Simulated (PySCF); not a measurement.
**Aluminium: a sound run and one with changed settings**

Sound run: Al [Ne] 3s2 3p1, Al+ [Ne] 3s2. Computed with PySCF 2.14 in cc-pVDZ-DK (4s3p1d, 18 functions), with the spin-free X2C one-electron Hamiltonian (Gaussian nucleus). In the sound run the correlated levels freeze [Ne]. The sound run starts from symmetry-adapted Hartree-Fock orbitals and uses a fine grid where one is needed.

Changed run: initial guess 1e, at most 50 SCF cycles.

```json
{"species": "Al", "method": "UHF", "sound run (hartree)": "-242.30843", "changed run (hartree)": "-242.30843", "converged": "yes"}
{"species": "Al", "method": "M06-2X", "sound run (hartree)": "-242.78292", "changed run (hartree)": "-242.78292", "converged": "yes"}
{"species": "Al", "method": "CCSD(T)", "sound run (hartree)": "-242.35612", "changed run (hartree)": "-242.35612", "converged": "yes"}
{"species": "Al+", "method": "LDA", "sound run (hartree)": "-241.51403", "changed run (hartree)": "-241.51403", "converged": "yes"}
{"species": "Al+", "method": "MP2", "sound run (hartree)": "-242.12858", "changed run (hartree)": "-242.12858", "converged": "yes"}
```

Here the plain start reaches the same solutions.
